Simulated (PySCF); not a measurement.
A species of formula C3H5NS has this rotational fingerprint, computed with PySCF 2.14.0, PBE0-D3(BJ)/def2-SVP geometry optimisation, gas phase:

- Rotational constants: A = 7753, B = 2600, C = 2159 MHz
- Dipole components: |μa| = 2.33 D, |μb| = 0.79 D, |μc| = 1.85 D
- Inertial defect: -25.47 u·Å²
- κ: -0.84

**Question.** Which structure is it? (One computed conformer of each.)
A. `[CH3:1][S:2][CH2:3][C:4]#[N:5]` with C1–S2–C3–C4 -62°
B. `[CH3:1][CH2:2][N:3]=[C:4]=[S:5]` with C1–C2–N3–C4 -1°
C. `[H]/[N:1]=[CH:2]\[CH2:3][CH:4]=[S:5]` with N1–C2–C3–C4 -122°, C2–C3–C4–S5 122°

**Answer.** A. It is CSCC#N, an asymmetric top, point group C1. The candidates at the same level (rigid rotor, commonest isotopes):

| SMILES | A (MHz) | B (MHz) | C (MHz) | μa (D) | μb (D) | μc (D) | Δ (u·Å²) | point group | rotor |
| --- | --- | --- | --- | --- | --- | --- | --- | --- | --- |
| CSCC#N | 7753 | 2600 | 2159 | 2.33 | 0.79 | 1.85 | -25.47 | C1 | asymmetric top |
| [H]/N=C\CC=S | 13381 | 1745 | 1661 | 0.10 | 1.77 | 0.85 | -23.12 | C1 | near-prolate asymmetric top |
| CCN=C=S | 17438 | 1620 | 1510 | 3.84 | 0.21 | 0.00 | -6.34 | Cs | near-prolate asymmetric top |

`CCN=C=S` has A 125 % too high; `[H]/N=C\CC=S` has A 73 % too high. No structure here is proved a minimum.
